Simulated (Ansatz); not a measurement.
# HSOF (singlet): density functionals in def2-QZVPP

Aim: run HSOF (singlet) with a set of functionals in one basis and compare levels, spin and time.

Program: Ansatz 0.2.0, Gaussian basis. Level of theory: def2-QZVPP, all electrons in the functionals, frozen cores in the correlation of double hybrids and RPA. These are calculated values, not measurements.

To be run: PBE, BLYP, r2SCAN, B97M-V, PBE0, B3LYP, wB97M-V, B2PLYP.

2 further runs of the same task are left out: 2 set aside as unsound or not needed.

## Step 1: What is computed

The geometry is a PBE0/def2-TZVP stationary point (not a proven minimum).

4 atoms, charge 0, spin multiplicity 1.

Atoms are counted from 1 here; the program's logs count them from 0.

Bond lengths: F1–O2 1.501 Å, O2–S3 1.584 Å, S3–H4 1.356 Å. Angles: F1–O2–S3 109.9°, O2–S3–H4 99.5°.

No dispersion term is added; B97M-V, wB97M-V hold VV10 nonlocal correlation. B3LYP takes the VWN-RPA correlation.

## Step 2: PBE (unrestricted)

in.yaml reads:

```yaml
crystal:
  periodic: [false, false, false]
  atoms:
    - {symbol: F, position_ang: [0.001948, 0.323099, 1.494280]}
    - {symbol: O, position_ang: [-0.081115, -0.649483, 0.353691]}
    - {symbol: S, position_ang: [0.077503, 0.117771, -1.023132]}
    - {symbol: H, position_ang: [-1.214710, 0.472871, -1.231275]}
basis:
  gaussian: {orbitals: "def2-QZVPP.json"}
magnetization: {spin_polarized: true, initial_magnetization: 0}
hamiltonian: {xc: {name: PBE}}
output: {orbitals: {seedname: orbitals}}
```

Run with:

```
$ ansatz run in.yaml --threads 1 --pin off --events-out ev --progress --plain --max-ram 2393MiB
```

The log of the run:

```text
Functional definition: PBE
  name "PBE"
  cite "Perdew, Burke & Ernzerhof, Phys. Rev. Lett. 77, 3865 (1996) doi:10.1103/PhysRevLett.77.3865"
  parent pbe
  parameter kappa = 0.804
  parameter beta = 0.06672455060314922
  exchange = pbe_x(kappa = kappa, mu = beta*pi^2/3)
  correlation = pbe_c(beta = beta)
755 factors; their error is unknown
mean field evaluation 1: about -15603.6876 eV, gradient 2.7e1 eV
mean field evaluation 2: about -15587.4283 eV, gradient 7.0e1 eV
mean field evaluation 4: about -15605.8274 eV, gradient 5.6e0 eV
mean field evaluation 8: about -15605.9631 eV, gradient 2.2e-1 eV
mean field evaluation 16: about -15605.9631 eV, gradient 2.8e-5 eV
mean field -15605.96314341 eV, -573.5085674185 hartree, gradient 2.8e-5 eV, S^2 0.000000; 0 other end points of the search recorded, 0 dependent functions left out
reference -15605.96317250 eV, -573.5085684877 hartree; 17, 17 occupied and 197, 197 virtual orbitals, 755 factors
Total energy: -15605.96317250 eV, -573.5085684877 hartree
```

It took 4.3 s on 1 thread of Arm Neoverse V2, shared host.

From the report: ⟨S²⟩ of the determinant 0.000 (pure singlet: 0.00).

## Step 3: BLYP (unrestricted)

in.yaml: that of step 2 with these lines changed.

```diff
@@ -10,3 +10,2 @@
 magnetization: {spin_polarized: true, initial_magnetization: 0}
-hamiltonian: {xc: {name: PBE}}
-output: {orbitals: {seedname: orbitals}}
+hamiltonian: {xc: {name: BLYP}}
```

Launched as before.

The log of the run:

```text
Functional definition: BLYP
  name "BLYP"
  cite "Becke, Phys. Rev. A 38, 3098 (1988) doi:10.1103/PhysRevA.38.3098"
  cite "Lee, Yang & Parr, Phys. Rev. B 37, 785 (1988) doi:10.1103/PhysRevB.37.785"
  parameter beta = 0.0042
  parameter a = 0.04918
  parameter b = 0.132
  parameter c = 0.2533
  parameter d = 0.349
  exchange = b88_x(beta = beta)
  correlation = lyp_c(a = a, b = b, c = c, d = d)
755 factors; their error is unknown
mean field evaluation 1: about -15611.9105 eV, gradient 3.1e1 eV
mean field evaluation 2: about -15583.0342 eV, gradient 9.0e1 eV
mean field evaluation 4: about -15614.5996 eV, gradient 8.4e0 eV
mean field evaluation 8: about -15614.9163 eV, gradient 2.2e-1 eV
mean field evaluation 16: about -15614.9164 eV, gradient 6.0e-5 eV
mean field -15614.91640188 eV, -573.8375935988 hartree, gradient 1.8e-5 eV, S^2 0.000000; 0 other end points of the search recorded, 0 dependent functions left out
reference -15614.91665585 eV, -573.8376029319 hartree; 17, 17 occupied and 197, 197 virtual orbitals, 755 factors
Total energy: -15614.91665585 eV, -573.8376029319 hartree
```

Wall time 4.3 s (1 thread of Arm Neoverse V2, shared host).

From the report: ⟨S²⟩ of the determinant 0.000 (pure singlet: 0.00).

## Step 4: r2SCAN (unrestricted)

in.yaml: that of step 3 with these lines changed.

```diff
@@ -10,2 +10,2 @@
 magnetization: {spin_polarized: true, initial_magnetization: 0}
-hamiltonian: {xc: {name: BLYP}}
+hamiltonian: {xc: {name: r2SCAN}}
```

Launched as before.

The log of the run:

```text
Functional definition: r2SCAN
  name "r2SCAN"
  cite "Furness, Kaplan, Ning, Perdew & Sun, J. Phys. Chem. Lett. 11, 8208 (2020) doi:10.1021/acs.jpclett.0c02405"
  cite "Furness, Kaplan, Ning, Perdew & Sun, J. Phys. Chem. Lett. 11, 9248 (2020) doi:10.1021/acs.jpclett.0c03077"
  parent r2scan
  parameter k0 = 0.174
  parameter k1 = 0.065
  parameter a1 = 4.9479
  exchange = r2scan_x(k0 = k0, k1 = k1, a1 = a1)
  correlation = r2scan_c
755 factors; their error is unknown
mean field evaluation 1: about -15609.7221 eV, gradient 2.6e1 eV
mean field evaluation 2: about -15597.2950 eV, gradient 6.2e1 eV
mean field evaluation 4: about -15611.8997 eV, gradient 4.7e0 eV
mean field evaluation 8: about -15611.9929 eV, gradient 2.2e-1 eV
mean field evaluation 16: about -15611.9837 eV, gradient 3.9e-4 eV
mean field -15611.98370661 eV, -573.7298190352 hartree, gradient 2.5e-5 eV, S^2 0.000000; 0 other end points of the search recorded, 0 dependent functions left out
reference -15611.98371710 eV, -573.7298194207 hartree; 17, 17 occupied and 197, 197 virtual orbitals, 755 factors
Total energy: -15611.98371710 eV, -573.7298194207 hartree
```

Wall time 10 s (1 thread of Arm Neoverse V2, shared host); peak memory 0.27 GiB.

From the report: ⟨S²⟩ of the determinant 0.000 (pure singlet: 0.00).

## Step 5: B97M-V (unrestricted)

in.yaml: that of step 4 with these lines changed.

```diff
@@ -10,2 +10,2 @@
 magnetization: {spin_polarized: true, initial_magnetization: 0}
-hamiltonian: {xc: {name: r2SCAN}}
+hamiltonian: {xc: {name: B97M-V}}
```

Same command.

The log of the run (excerpt; [...] marks lines left out):

```text
Functional definition: B97M-V
  name "B97M-V"
  cite "Mardirossian & Head-Gordon, J. Chem. Phys. 142, 074111 (2015) doi:10.1063/1.4907719"
  cite "Becke, J. Chem. Phys. 107, 8554 (1997) doi:10.1063/1.475007"
  cite "Vydrov & Van Voorhis, J. Chem. Phys. 133, 244103 (2010) doi:10.1063/1.3521275"
  # Of w^i u^j: cxij and so on, Table III.
[...]
  gx(w, u) = cx00 + cx01*u + cx02*u^2 + (cx10 + cx11*u)*w
  gss(w, u) = css00 + css02*u^2 + css10*w + (css32*w^3 + css42*w^4)*u^2
  gos(w, u) = cos00 + cos01*u + cos03*u^3 + cos10*w + cos32*w^3*u^2
[...]
      + integral(e_c_pw_mod_opposite_spin*gos(b97_w_opposite, b97_u_opposite)) + vv10(b, c)
755 factors; their error is unknown
[...]
mean field -15610.29543445 eV, -573.6677761779 hartree, gradient 4.7e-5 eV, S^2 0.000000; 0 other end points of the search recorded, 0 dependent functions left out
reference -15610.29547808 eV, -573.6677777812 hartree; 17, 17 occupied and 197, 197 virtual orbitals, 755 factors
Total energy: -15610.29547808 eV, -573.6677777812 hartree
```

Run time: 19 s. Hardware: 1 thread of Arm Neoverse V2, shared host; peak memory 0.32 GiB.

From the report: ⟨S²⟩ of the determinant 0.000 (pure singlet: 0.00).

## Step 6: PBE0 (unrestricted)

in.yaml: that of step 5 with these lines changed.

```diff
@@ -10,2 +10,3 @@
 magnetization: {spin_polarized: true, initial_magnetization: 0}
-hamiltonian: {xc: {name: B97M-V}}
+hamiltonian: {xc: {name: PBE0}}
+output: {orbitals: {seedname: orbitals}}
```

Launched as before.

The log of the run:

```text
Functional definition: PBE0
  name "PBE0"
  cite "Adamo & Barone, J. Chem. Phys. 110, 6158 (1999) doi:10.1063/1.478522"
  cite "Perdew, Burke & Ernzerhof, Phys. Rev. Lett. 77, 3865 (1996) doi:10.1103/PhysRevLett.77.3865"
  parent pbe
  parameter a = 0.25
  parameter kappa = 0.804
  parameter beta = 0.06672455060314922
  exchange = (1 - a)*pbe_x(kappa = kappa, mu = beta*pi^2/3) + a*exact_x
  correlation = pbe_c(beta = beta)
803 factors; their error is unknown
mean field evaluation 1: about -15604.1162 eV, gradient 2.3e1 eV
mean field evaluation 2: about -15599.0582 eV, gradient 4.5e1 eV
mean field evaluation 4: about -15606.0321 eV, gradient 4.4e0 eV
mean field evaluation 8: about -15606.1024 eV, gradient 3.5e-2 eV
mean field evaluation 16: about -15606.1024 eV, gradient 1.2e-5 eV
mean field -15606.10244014 eV, -573.5136864790 hartree, gradient 1.2e-5 eV, S^2 0.000000; 0 other end points of the search recorded, 0 dependent functions left out
reference -15606.10246188 eV, -573.5136872778 hartree; 17, 17 occupied and 197, 197 virtual orbitals, 803 factors
Total energy: -15606.10246188 eV, -573.5136872778 hartree
```

Wall time 7 s (1 thread of Arm Neoverse V2, shared host); peak memory 0.41 GiB.

From the report: ⟨S²⟩ of the determinant 0.000 (pure singlet: 0.00).

## Step 7: B3LYP (unrestricted)

in.yaml: that of step 6 with these lines changed.

```diff
@@ -10,3 +10,2 @@
 magnetization: {spin_polarized: true, initial_magnetization: 0}
-hamiltonian: {xc: {name: PBE0}}
-output: {orbitals: {seedname: orbitals}}
+hamiltonian: {xc: {name: B3LYP}}
```

Same command.

The log of the run (excerpt; [...] marks lines left out):

```text
Functional definition: B3LYP
  name "B3LYP"
  cite "Stephens, Devlin, Chabalowski & Frisch, J. Phys. Chem. 98, 11623 (1994) doi:10.1021/j100096a001"
  cite "Becke, Phys. Rev. A 38, 3098 (1988) doi:10.1103/PhysRevA.38.3098"
  cite "Lee, Yang & Parr, Phys. Rev. B 37, 785 (1988) doi:10.1103/PhysRevB.37.785"
  cite "Vosko, Wilk & Nusair, Can. J. Phys. 58, 1200 (1980) doi:10.1139/p80-159"
[...]
778 factors; their error is unknown
[...]
mean field -15615.27599675 eV, -573.8508084664 hartree, gradient 3.4e-5 eV, S^2 0.000000; 0 other end points of the search recorded, 0 dependent functions left out
reference -15615.27618537 eV, -573.8508153981 hartree; 17, 17 occupied and 197, 197 virtual orbitals, 778 factors
Total energy: -15615.27618537 eV, -573.8508153981 hartree
```

Wall time 7 s (1 thread of Arm Neoverse V2, shared host); peak memory 0.4 GiB.

From the report: ⟨S²⟩ of the determinant 0.000 (pure singlet: 0.00).

## Step 8: wB97M-V (unrestricted)

in.yaml: that of step 7 with these lines changed.

```diff
@@ -10,2 +10,3 @@
 magnetization: {spin_polarized: true, initial_magnetization: 0}
-hamiltonian: {xc: {name: B3LYP}}
+hamiltonian: {xc: {name: wB97M-V}}
+output: {orbitals: {seedname: orbitals}}
```

Launched as before.

The log of the run (excerpt; [...] marks lines left out):

```text
Functional definition: wB97M-V
  name "wB97M-V"
  cite "Mardirossian & Head-Gordon, J. Chem. Phys. 144, 214110 (2016) doi:10.1063/1.4952647"
  cite "Becke, J. Chem. Phys. 107, 8554 (1997) doi:10.1063/1.475007"
  cite "Vydrov & Van Voorhis, J. Chem. Phys. 133, 244103 (2010) doi:10.1063/1.3521275"
  # Of w^i u^j: cxij and so on, Table III.
[...]
  gx(w, u) = 1 - cx + cx01*u + cx10*w
  gss(w, u) = css00 + css04*u^4 + css10*w + css20*w^2 + css43*w^4*u^3
  gos(w, u) = cos00 + cos10*w + (cos20 + cos21*u)*w^2 + (cos60 + cos61*u)*w^6
[...]
      + integral(e_c_pw_mod_opposite_spin*gos(b97_w_opposite, b97_u_opposite)) + vv10(b, c)
775 factors; their error is unknown
144 factors; integrals over basis functions are off by at most 2.8e-5 eV
[...]
mean field -15612.76280074 eV, -573.7584502166 hartree, gradient 7.7e-5 eV, S^2 0.000000; 0 other end points of the search recorded, 0 dependent functions left out
reference -15612.76283588 eV, -573.7584515078 hartree; 17, 17 occupied and 197, 197 virtual orbitals, 775 factors
Total energy: -15612.76283588 eV, -573.7584515078 hartree
```

Wall time 19 s (1 thread of Arm Neoverse V2, shared host); peak memory 0.54 GiB.

From the report: ⟨S²⟩ of the determinant 0.000 (pure singlet: 0.00).

## Step 9: B2PLYP (unrestricted)

in.yaml: that of step 8 with these lines changed.

```diff
@@ -10,3 +10,3 @@
 magnetization: {spin_polarized: true, initial_magnetization: 0}
-hamiltonian: {xc: {name: wB97M-V}}
-output: {orbitals: {seedname: orbitals}}
+hamiltonian: {xc: {name: B2PLYP}}
+correlation: {electrons: outside_noble_gas}
```

Same command.

The log of the run (excerpt; [...] marks lines left out):

```text
Functional definition: B2PLYP
  name "B2PLYP"
  cite "Grimme, J. Chem. Phys. 124, 034108 (2006) doi:10.1063/1.2148954"
  cite "Becke, Phys. Rev. A 38, 3098 (1988) doi:10.1103/PhysRevA.38.3098"
  cite "Lee, Yang & Parr, Phys. Rev. B 37, 785 (1988) doi:10.1103/PhysRevB.37.785"
[...]
1323 factors; integrals over basis functions are off by at most 8.8e-4 eV
[...]
mean field -15602.28230264 eV, -573.3732990152 hartree, gradient 3.0e-6 eV, S^2 0.000000; 2 other end points of the search recorded, 0 dependent functions left out
7 core orbitals not correlated: weight in the atoms' cores, before any rotation towards them, 1.000 or more for the frozen orbitals, at most 0.000 for the correlated occupied ones
reference -15602.28242144 eV, -573.3733033810 hartree; 10, 10 occupied and 197, 197 virtual orbitals, 1323 factors
second order -24.66459687 eV of doubles, -0.00000000 eV of singles
Total energy: -15608.94186259 eV, -573.6180333295 hartree
```

It took 22 s on 1 thread of Arm Neoverse V2, shared host; peak memory 0.53 GiB.

From the report: ⟨S²⟩ of the determinant 0.000 (pure singlet: 0.00).

## Step 10: Side by side

| functional | energy (eV) | ⟨S²⟩ | time |
| --- | --- | --- | --- |
| PBE | -15605.9632 | 0.000 | 4.3 s |
| BLYP | -15614.9167 | 0.000 | 4.3 s |
| r2SCAN | -15611.9837 | 0.000 | 10 s |
| B97M-V | -15610.2955 | 0.000 | 19 s |
| PBE0 | -15606.1025 | 0.000 | 7 s |
| B3LYP | -15615.2762 | 0.000 | 7 s |
| wB97M-V | -15612.7628 | 0.000 | 19 s |
| B2PLYP | -15608.9419 | 0.000 | 22 s |

Orbital levels of the runs that wrote orbitals: PBE HOMO -7.26, LUMO -3.92 eV; PBE0 HOMO -8.53, LUMO -2.70 eV; wB97M-V HOMO -10.70, LUMO -0.32 eV.

## Step 11: Summary of results

```
                quantity                   value
spread of total energies                  9.3 eV
       quickest, slowest  PBE 4.3 s, B2PLYP 22 s
```

What this shows: Total energies of different functionals can't be ranked; only differences within one functional count.
